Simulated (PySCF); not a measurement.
# Ionisation energy of Al by level of theory

Al [Ne] 3s2 3p1 (2P) → Al⁺ [Ne] 3s2 (1S), as a difference of total energies. Calculation: PySCF 2.14, in aug-cc-pV(T+d)Z with one added diffuse shell each of s, p, d, f type (7s6p5d3f, 71 functions); the non-relativistic Hamiltonian (point nucleus). Correlated levels: valence: [Ne] frozen. The calculations carry no spin-orbit coupling.

```tsv
method	ionisation energy (eV)
UHF	5.599
LDA	6.029
PBE	6.071
PBE0	6.089
r2SCAN	6.164
M06	5.810
PBEsol	6.017
revPBE	6.079
wB97M-V	5.664
MP2 (valence)	5.824
SCS-MP2 (valence)	5.809
```

How much does correlation contribute at MP2 (valence)?

5.824 − (5.599) = 0.225 eV, measured against UHF.

A first-order spin-orbit estimate (lowest level to lowest level, LS coupling) adds 0.008 eV.

Errors of the correlated levels include the incompleteness of this basis and the frozen core.

For comparison: 5.986 eV (measured; NIST Atomic Spectra Database, ionization energies).
